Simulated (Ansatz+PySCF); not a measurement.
Results of a calculation; reference values are marked as such.
Several solutions for singlet C₂

```xyz
2

C     0.0000    0.0000   -1.0363
C     0.0000    0.0000    1.0363
```

Basis set: 6-31G (spherical functions). Charge 0, multiplicity 1.

PBE0 (unrestricted) was run from several starts with Ansatz (development build ahead of 0.2.0) and PySCF 2.14.0.

```csv
run,program,start,converged,energy (hartree),<S²>
A,PySCF,program defaults,yes,-75.63491,1.00
B,Ansatz,search for the lowest state,yes,-75.64122,1.65
C,Ansatz,"atomic start, no search",yes,-75.60673,0.00
D,Ansatz,stability test followed,yes,-75.64122,1.65
```

Problem. Which runs reached the lowest solution of this kind, and what is wrong with the others?

Solution. B, D reached the lowest solution found. Converged but too high: A by 0.17 eV, C by 0.94 eV. Convergence only shows a stationary point, and even a stable one can lie too high; stability tests and further starts are what find lower ones. Caution: the unrestricted determinant is a mixture of spin states.
